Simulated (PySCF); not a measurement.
Delta-SCF ions had no search for a lower state. 

Z-matrix (Å, degrees):
```
S
H 1 1.3488
H 1 1.3488 2 92.10
```
Charge 0, spin multiplicity 1.

Task: What HOMO, vertical ionisation energy (Delta-SCF), LUMO, HOMO–LUMO gap and total energy does PySCF with M06-2X/def2-TZVP // PBE0-D3(BJ)/def2-SVP give?

Result: 
```json
{
  "HOMO": "-8.69 eV",
  "vertical ionisation energy (Delta-SCF)": "10.42 eV",
  "LUMO": "1.50 eV",
  "HOMO–LUMO gap": "10.18 eV",
  "total_energy": "-399.3790 Ha"
}
```
